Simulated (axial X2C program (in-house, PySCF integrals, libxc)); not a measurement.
**AlN⁺ along the bond: PBE0, two-component**

All values were computed with an axial X2C code built on PySCF integrals. Two-component (2c) means X2C with spin–orbit coupling and atomic mean-field two-electron Coulomb and Gaunt terms. Basis: Al dyall-v3z [8s8p2d1f], N dyall-av3z [7s7p3d2f] (cores contracted in-house); Gaussian nuclei, density fitting, unrestricted open shells. Masses: Al 26.982 u, N 14.003 u.

State: Ω = 3/2 (⟨Sz⟩ = 1.50, ⟨Lz⟩ = 0.00 at PBE0). Dipoles are positive if N is the positive end and refer to the centre of mass.

Results along the bond:

| R (Å) | μ (D) | HOMO (eV) | LUMO (eV) |
| --- | --- | --- | --- |
| 1.821 | -2.917 | -14.47 | -10.62 |
| 1.905 | -2.830 | -14.46 | -10.57 |
| 1.967 | -2.757 | -14.46 | -10.51 |
| 2.030 | -2.686 | -14.46 | -10.44 |
| 2.093 | -2.625 | -14.46 | -10.35 |
| 2.166 | -2.578 | -14.47 | -10.23 |
| 2.240 | -2.561 | -14.49 | -10.10 |
| 2.334 | -2.591 | -14.52 | -9.92 |
| 2.449 | -2.704 | -14.58 | -9.69 |
| 2.616 | -2.983 | -14.66 | -9.35 |

The state is one determinant whose occupation by symmetry is held fixed; it was picked as the lowest of a PBE0 search that is not exhaustive. Density functionals use the spin component along the axis (collinear). With several unpaired electrons one determinant need not be a pure state. The bond is weak and the correlated curve of this state has no minimum in the scanned range, so this well may be an artefact of the functional. This is the top spin component of a Σ state; components of lower Ω are not single determinants and can lie lower.
